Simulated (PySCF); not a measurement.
Orbital picture of HCl

LDA at R = 1.279 Å; H x2c-TZVPPall, Cl x2c-TZVPPall; spin-free X2C with a Gaussian nucleus (PySCF 2.14). State: ¹Σ⁺ (singlet), closed shell. Only the outer orbitals are listed, counted within each symmetry.

```json
{"orbital": "4σ", "occ.": "2", "ε (eV)": "-21.10", "on H (%)": "11", "main shells (%)": "87 Cl s, 10 H s"}
{"orbital": "5σ", "occ.": "2", "ε (eV)": "-11.68", "on H (%)": "27", "main shells (%)": "62 Cl p, 27 H s, 9 Cl s"}
{"orbital": "2π", "occ.": "2", "ε (eV)": "-7.98", "on H (%)": "1", "main shells (%)": "99 Cl p"}
{"orbital": "2π", "occ.": "2", "ε (eV)": "-7.98", "on H (%)": "1", "main shells (%)": "99 Cl p"}
{"orbital": "6σ", "occ.": "0", "ε (eV)": "-0.72", "on H (%)": "83", "main shells (%)": "86 H s, 20 Cl p"}
{"orbital": "7σ", "occ.": "0", "ε (eV)": "4.14", "on H (%)": "70", "main shells (%)": "70 H s, 25 Cl d"}
{"orbital": "3π", "occ.": "0", "ε (eV)": "8.14", "on H (%)": "23", "main shells (%)": "76 Cl d, 23 H p"}
```

**Question.** Which are the highest filled and the lowest empty level, where do they sit, and how wide is the gap?

**Answer.** Highest filled 2π at -7.98 eV (in %: 99 Cl p); lowest empty 6σ at -0.72 eV (in %: 86 H s, 20 Cl p); the gap at LDA is 7.26 eV.

The bond order (Mayer) is 1.03 and the ⟨S²⟩ is 0.000. The charge on H (Mulliken, basis-dependent) is 0.20. The charge on H (Löwdin, basis-dependent) is -0.22, the dipole moment (positive dipole means H(−)Cl(+)) is -1.21 D and the polarisability along the bond is 15.2 bohr³. The polarisability across the bond is 10.3 bohr³.
